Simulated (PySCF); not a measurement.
# BH + F₂ → BF + HF

Level: PBE0 in the def2-TZVPD basis family, all electrons, no relativity, computed in PySCF with density fitting; open shells unrestricted.

```csv
species,state and structure,E (Eh),ZPE (kJ/mol),H(298 K) − H(0) (kJ/mol),S° (J/(mol K))
BH,"singlet, C∞v, B–H 1.241 Å",-25.24761,13.9,8.7,172.0
F₂,"singlet, D∞h, F–F 1.375 Å",-199.40966,6.6,8.7,201.9
BF,"singlet, C∞v, B–F 1.264 Å",-124.58060,8.5,8.7,200.6
HF,"singlet, C∞v, H–F 0.921 Å",-100.39485,24.8,8.7,173.7
```

Problem. What is the electronic reaction energy?

Solution. At PBE0/def2-TZVPD, ΔE = -835.4 kJ/mol from the differences of the total energies times 2625.5, downhill. 

Problem. Add zero-point, thermal and entropy terms for 298.15 K and 1 bar.

Solution. ΔZPE = 12.8 and Δ[H(298) − H(0)] = 0.0 kJ/mol give ΔH° = -822.6 kJ/mol. ΔS° = 0.4 J/(mol K), so ΔG° = -822.6 − 298.15 × (0.0004) = -823 kJ/mol.

The structures come from searches over a few start shapes, so lower isomers are not excluded.
